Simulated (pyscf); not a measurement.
Single points on ωB97X-D3(BJ)/def2-SVP structures (PySCF, gas phase).

Task: For H₃C–GeH: (SMILES [CH3][GeH]) [singlet] + H₂ (SMILES [H][H]) + H₂ (SMILES [H][H]) → H₃C–GeH₃ (SMILES [CH3][GeH3]) + H₂ (SMILES [H][H]), a multi-bond step (singlet surface; H–H, H–H broken, Ge–H, Ge–H, H–H formed), PBE/def2-TZVP gives ΔE‡ = 22.7 kcal/mol and ΔE = -41.7 kcal/mol (zero: the separated reactants). In which direction and how far do B3LYP-D3(BJ)/def2-TZVP, M06-2X/def2-TZVP, ωB97M-D3(BJ)/def2-TZVP move these?

Result: B3LYP-D3(BJ): ΔE‡ = 30.5 kcal/mol, ΔE = -40.5 kcal/mol; M06-2X: ΔE‡ = 37.2 kcal/mol, ΔE = -41.2 kcal/mol; ωB97M-D3(BJ): ΔE‡ = 34.0 kcal/mol, ΔE = -42.0 kcal/mol. PBE's barrier lies under all of them, by 7.9 to 14.5 kcal/mol. Its reaction energy matches one of them and lies within 1.3 kcal/mol of the others. Low barriers are usual for a GGA, whose delocalisation error favours stretched bonds. One saddle was located; it need not be the lowest between these sides. Elements up to Kr have no core potential and no relativistic terms here.
